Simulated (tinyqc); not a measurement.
Inside a calculation. Method: UKS/LDA (VWN5) in the sto-3g basis, for H2O, spin multiplicity 3. One step of it, computed by the program tinyqc.

Question. Iteration 2: building the Kohn-Sham matrix. J_ij = sum D_kl (ij|kl) with D = D(alpha) + D(beta); F = H + J + V_xc; E = tr D H + tr D J / 2 + E_xc + E_nn.

D(alpha) after iteration 1:
```
            1O 1s      1O 2s     1O 2px     1O 2py     1O 2pz      2H 1s      3H 1s
1O 1s    1.066302  -0.301062   0.000483  -0.021029  -0.024264   0.091669   0.030568
1O 2s   -0.301062   1.423608  -0.003391   0.147708   0.175750  -0.657117  -0.227948
1O 2px   0.000483  -0.003391   0.999846   0.006699  -0.001766  -0.005591   0.013874
1O 2py  -0.021029   0.147708   0.006699   0.951113   0.076915  -0.183868  -0.176970
1O 2pz  -0.024264   0.175750  -0.001766   0.076915   1.084708  -0.325243  -0.101764
2H 1s    0.091669  -0.657117  -0.005591  -0.183868  -0.325243   1.197871   0.401604
3H 1s    0.030568  -0.227948   0.013874  -0.176970  -0.101764   0.401604   0.149447
```

D(beta) after iteration 1:
```
            1O 1s      1O 2s     1O 2px     1O 2py     1O 2pz      2H 1s      3H 1s
1O 1s    1.056763  -0.241285   0.040671  -0.006427  -0.018956  -0.000068  -0.003868
1O 2s   -0.241285   1.036089  -0.175081   0.027341   0.070125  -0.017840   0.001522
1O 2px   0.040671  -0.175081   0.331014   0.077106   0.424556   0.048672   0.007738
1O 2py  -0.006427   0.027341   0.077106   0.849224  -0.063963   0.103314  -0.103188
1O 2pz  -0.018956   0.070125   0.424556  -0.063963   0.677609   0.044537   0.035173
2H 1s   -0.000068  -0.017840   0.048672   0.103314   0.044537   0.017351  -0.010459
3H 1s   -0.003868   0.001522   0.007738  -0.103188   0.035173  -0.010459   0.013669
```

core Hamiltonian H = T + V (hartree):
```
             1O 1s      1O 2s     1O 2px     1O 2py     1O 2pz      2H 1s      3H 1s
1O 1s   -32.594835  -7.582961   0.000000   0.000000  -0.014075  -1.299864  -1.299864
1O 2s    -7.582961  -9.217567   0.000000   0.000000  -0.171360  -3.007552  -3.007552
1O 2px    0.000000   0.000000  -7.361010   0.000000   0.000000   0.000000   0.000000
1O 2py    0.000000   0.000000   0.000000  -7.486324   0.000000  -1.783618   1.783618
1O 2pz   -0.014075  -0.171360   0.000000   0.000000  -7.423734  -1.307325  -1.307325
2H 1s    -1.299864  -3.007552   0.000000  -1.783618  -1.307325  -4.596767  -1.046208
3H 1s    -1.299864  -3.007552   0.000000   1.783618  -1.307325  -1.046208  -4.596767
```

Two-electron integrals (ij|kl) in chemists' order, unique and non-zero (hartree):
```
(11|11) 4.785065    (21|11) 0.741380    (21|21) 0.136873    (22|11) 1.118947
(22|21) 0.256633    (22|22) 0.817206    (31|31) 0.024477    (32|31) 0.037809
(32|32) 0.180518    (33|11) 1.115814    (33|21) 0.256684    (33|22) 0.817023
(33|33) 0.880159    (41|41) 0.024477    (42|41) 0.037809    (42|42) 0.180518
(43|43) 0.047444    (44|11) 1.115814    (44|21) 0.256684    (44|22) 0.817023
(44|33) 0.785270    (44|44) 0.880159    (51|51) 0.024477    (52|51) 0.037809
(52|52) 0.180518    (53|53) 0.047444    (54|54) 0.047444    (55|11) 1.115814
(55|21) 0.256684    (55|22) 0.817023    (55|33) 0.785270    (55|44) 0.785270
(55|55) 0.880159    (61|11) 0.127653    (61|21) 0.023381    (61|22) 0.043601
(61|33) 0.043516    (61|41) 0.000879    (61|42) 0.001651    (61|44) 0.043691
(61|51) 0.000622    (61|52) 0.001168    (61|54) 0.000124    (61|55) 0.043604
(61|61) 0.004046    (62|11) 0.324662    (62|21) 0.075458    (62|22) 0.267745
(62|33) 0.263085    (62|41) 0.004634    (62|42) 0.036070    (62|44) 0.272227
(62|51) 0.003278    (62|52) 0.025519    (62|54) 0.006468    (62|55) 0.267661
(62|61) 0.013157    (62|62) 0.110527    (63|31) 0.007722    (63|32) 0.045581
(63|43) 0.007405    (63|53) 0.005239    (63|63) 0.015379    (64|11) 0.195777
(64|21) 0.046073    (64|22) 0.174533    (64|33) 0.166697    (64|41) 0.010192
(64|42) 0.067721    (64|44) 0.187172    (64|51) 0.001748    (64|52) 0.015664
(64|54) 0.009247    (64|55) 0.169532    (64|61) 0.008372    (64|62) 0.087542
(64|64) 0.083912    (65|11) 0.138509    (65|21) 0.032596    (65|22) 0.123479
(65|33) 0.117935    (65|41) 0.001748    (65|42) 0.015664    (65|44) 0.121943
(65|51) 0.008959    (65|52) 0.056663    (65|54) 0.010241    (65|55) 0.130419
(65|61) 0.005923    (65|62) 0.061934    (65|64) 0.048486    (65|65) 0.049682
(66|11) 0.478409    (66|21) 0.112988    (66|22) 0.460992    (66|33) 0.442705
(66|41) 0.008637    (66|42) 0.093821    (66|44) 0.478881    (66|51) 0.006110
(66|52) 0.066376    (66|54) 0.025593    (66|55) 0.460812    (66|61) 0.019854
(66|62) 0.244401    (66|64) 0.220892    (66|65) 0.156277    (66|66) 0.774606
(71|11) 0.127653    (71|21) 0.023381    (71|22) 0.043601    (71|33) 0.043516
(71|41) -0.000879   (71|42) -0.001651   (71|44) 0.043691    (71|51) 0.000622
(71|52) 0.001168    (71|54) -0.000124   (71|55) 0.043604    (71|61) 0.003979
(71|62) 0.012713    (71|64) 0.007427    (71|65) 0.005729    (71|66) 0.018993
(71|71) 0.004046    (72|11) 0.324662    (72|21) 0.075458    (72|22) 0.267745
(72|33) 0.263085    (72|41) -0.004634   (72|42) -0.036070   (72|44) 0.272227
(72|51) 0.003278    (72|52) 0.025519    (72|54) -0.006468   (72|55) 0.267661
(72|61) 0.012713    (72|62) 0.087346    (72|64) 0.048126    (72|65) 0.047501
(72|66) 0.155496    (72|71) 0.013157    (72|72) 0.110527    (73|31) 0.007722
(73|32) 0.045581    (73|43) -0.007405   (73|53) 0.005239    (73|63) 0.011681
(73|73) 0.015379    (74|11) -0.195777   (74|21) -0.046073   (74|22) -0.174533
(74|33) -0.166697   (74|41) 0.010192    (74|42) 0.067721    (74|44) -0.187172
(74|51) -0.001748   (74|52) -0.015664   (74|54) 0.009247    (74|55) -0.169532
(74|61) -0.007427   (74|62) -0.048126   (74|64) -0.015374   (74|65) -0.025646
(74|66) -0.077790   (74|71) -0.008372   (74|72) -0.087542   (74|74) 0.083912
(75|11) 0.138509    (75|21) 0.032596    (75|22) 0.123479    (75|33) 0.117935
(75|41) -0.001748   (75|42) -0.015664   (75|44) 0.121943    (75|51) 0.008959
(75|52) 0.056663    (75|54) -0.010241   (75|55) 0.130419    (75|61) 0.005729
(75|62) 0.047501    (75|64) 0.025646    (75|65) 0.037124    (75|66) 0.092120
(75|71) 0.005923    (75|72) 0.061934    (75|74) -0.048486   (75|75) 0.049682
(76|11) 0.104075    (76|21) 0.024405    (76|22) 0.093805    (76|33) 0.091698
(76|44) 0.093716    (76|51) 0.001672    (76|52) 0.015442    (76|55) 0.095899
(76|61) 0.004204    (76|62) 0.037953    (76|64) 0.026146    (76|65) 0.023928
(76|66) 0.086488    (76|71) 0.004204    (76|72) 0.037953    (76|74) -0.026146
(76|75) 0.023928    (76|76) 0.016178    (77|11) 0.478409    (77|21) 0.112988
(77|22) 0.460992    (77|33) 0.442705    (77|41) -0.008637   (77|42) -0.093821
(77|44) 0.478881    (77|51) 0.006110    (77|52) 0.066376    (77|54) -0.025593
(77|55) 0.460812    (77|61) 0.018993    (77|62) 0.155496    (77|64) 0.077790
(77|65) 0.092120    (77|66) 0.297599    (77|71) 0.019854    (77|72) 0.244401
(77|74) -0.220892   (77|75) 0.156277    (77|76) 0.086488    (77|77) 0.774606
```

nuclear repulsion = 8.13662665 hartree

V_xc(alpha) (hartree):
```
            1O 1s      1O 2s     1O 2px     1O 2py     1O 2pz      2H 1s      3H 1s
1O 1s   -2.939170  -0.428915   0.000306  -0.001074  -0.001368  -0.074333  -0.074208
1O 2s   -0.428915  -0.841180   0.002598  -0.007544  -0.014031  -0.270261  -0.254008
1O 2px   0.000306   0.002598  -0.831131  -0.000998  -0.003673   0.000071   0.000325
1O 2py  -0.001074  -0.007544  -0.000998  -0.837416  -0.003869  -0.181056   0.156613
1O 2pz  -0.001368  -0.014031  -0.003673  -0.003869  -0.840760  -0.130990  -0.116322
2H 1s   -0.074333  -0.270261   0.000071  -0.181056  -0.130990  -0.532871  -0.085663
3H 1s   -0.074208  -0.254008   0.000325   0.156613  -0.116322  -0.085663  -0.384526
```

V_xc(beta) (hartree):
```
            1O 1s      1O 2s     1O 2px     1O 2py     1O 2pz      2H 1s      3H 1s
1O 1s   -2.915896  -0.414071   0.003577  -0.000663  -0.002085  -0.071905  -0.071868
1O 2s   -0.414071  -0.768777   0.025425  -0.005042  -0.020839  -0.238913  -0.234664
1O 2px   0.003577   0.025425  -0.734726  -0.007511  -0.038397   0.000982   0.003111
1O 2py  -0.000663  -0.005042  -0.007511  -0.787303   0.004765  -0.154772   0.147869
1O 2pz  -0.002085  -0.020839  -0.038397   0.004765  -0.769748  -0.111857  -0.109400
2H 1s   -0.071905  -0.238913   0.000982  -0.154772  -0.111857  -0.385847  -0.075004
3H 1s   -0.071868  -0.234664   0.003111   0.147869  -0.109400  -0.075004  -0.342304
```

E_xc = sum of w rho eps_xc = -9.14515946 hartree

Give: Coulomb J; F(alpha); F(beta); total energy of this density.

Answer.

Coulomb J (hartree):
```
          1O 1s    1O 2s   1O 2px   1O 2py  1O 2pz    2H 1s    3H 1s
1O 1s   17.7350   3.3529  -0.0105   0.0088  0.0149   0.5740   0.5732
1O 2s    3.3529   8.3257  -0.0554   0.0721  0.1102   2.7409   2.6776
1O 2px  -0.0105  -0.0554   8.2717   0.0083  0.0408  -0.0081  -0.0108
1O 2py   0.0088   0.0721   0.0083   8.3567  0.0113   1.8115  -1.7086
1O 2pz   0.0149   0.1102   0.0408   0.0113  8.3252   1.2952   1.2511
2H 1s    0.5740   2.7409  -0.0081   1.8115  1.2952   4.9254   0.9507
3H 1s    0.5732   2.6776  -0.0108  -1.7086  1.2511   0.9507   4.5679
```

F(alpha) (hartree):
```
           1O 1s    1O 2s   1O 2px   1O 2py   1O 2pz    2H 1s    3H 1s
1O 1s   -17.7990  -4.6589  -0.0102   0.0078  -0.0005  -0.8002  -0.8008
1O 2s    -4.6589  -1.7330  -0.0528   0.0646  -0.0752  -0.5369  -0.5839
1O 2px   -0.0102  -0.0528   0.0796   0.0073   0.0371  -0.0081  -0.0104
1O 2py    0.0078   0.0646   0.0073   0.0329   0.0074  -0.1532   0.2316
1O 2pz   -0.0005  -0.0752   0.0371   0.0074   0.0607  -0.1432  -0.1725
2H 1s    -0.8002  -0.5369  -0.0081  -0.1532  -0.1432  -0.2042  -0.1812
3H 1s    -0.8008  -0.5839  -0.0104   0.2316  -0.1725  -0.1812  -0.4134
```

F(beta) (hartree):
```
           1O 1s    1O 2s   1O 2px   1O 2py   1O 2pz    2H 1s    3H 1s
1O 1s   -17.7757  -4.6441  -0.0069   0.0082  -0.0012  -0.7977  -0.7985
1O 2s    -4.6441  -1.6606  -0.0300   0.0671  -0.0820  -0.5056  -0.5646
1O 2px   -0.0069  -0.0300   0.1760   0.0008   0.0024  -0.0072  -0.0077
1O 2py    0.0082   0.0671   0.0008   0.0831   0.0161  -0.1269   0.2229
1O 2pz   -0.0012  -0.0820   0.0024   0.0161   0.1317  -0.1240  -0.1656
2H 1s    -0.7977  -0.5056  -0.0072  -0.1269  -0.1240  -0.0572  -0.1705
3H 1s    -0.7985  -0.5646  -0.0077   0.2229  -0.1656  -0.1705  -0.3712
```

total energy of this density = -74.030847 hartree
